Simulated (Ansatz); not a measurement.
Start from `C=CC(=C)CF` and change one atom or group to get `C=CCF`.

Ansatz, PBE0-D4/def2-TZVP geometries, multiplicity 1. Each molecule was computed in one conformer, which needn't be the lowest.

| property | `C=CC(=C)CF` |
| --- | --- |
| LUMO energy (PBE0/def2-TZVPP) / eV | -1.03 |
| HOMO energy (ωB97M-V/def2-TZVPP) / eV | -9.11 |
| size of the dipole moment (PBE/def2-TZVPP) / D | 1.43 |
| LUMO energy (PBE/def2-TZVPP) / eV | -1.97 |
| HOMO–LUMO gap (ωB97M-V/def2-TZVPP) / eV | 10.12 |
| HOMO–LUMO gap (B3LYP/def2-TZVPP) / eV | 5.55 |

(1) Give the same properties after the change, and the shifts. (Estimate.)

## Answers

(1) The calculation gave: 
```csv
property,`C=CCF`,shift
LUMO energy (PBE0/def2-TZVPP) / eV,0.18,1.21
HOMO energy (ωB97M-V/def2-TZVPP) / eV,-9.95,-0.84
size of the dipole moment (PBE/def2-TZVPP) / D,1.59,0.16
LUMO energy (PBE/def2-TZVPP) / eV,-0.86,1.11
HOMO–LUMO gap (ωB97M-V/def2-TZVPP) / eV,12.26,2.14
HOMO–LUMO gap (B3LYP/def2-TZVPP) / eV,7.39,1.84
```

With PBE0 the HOMO falls by 0.68 eV and the LUMO rises by 1.21 eV, so the gap widens by about 1.89 eV. PBE moves the HOMO by -0.51 eV and ωB97M-V by -0.84 eV. Dipoles are sizes alone; their direction can turn.

B3LYP here is the variant with VWN-RPA as its local correlation; programs differ in this.
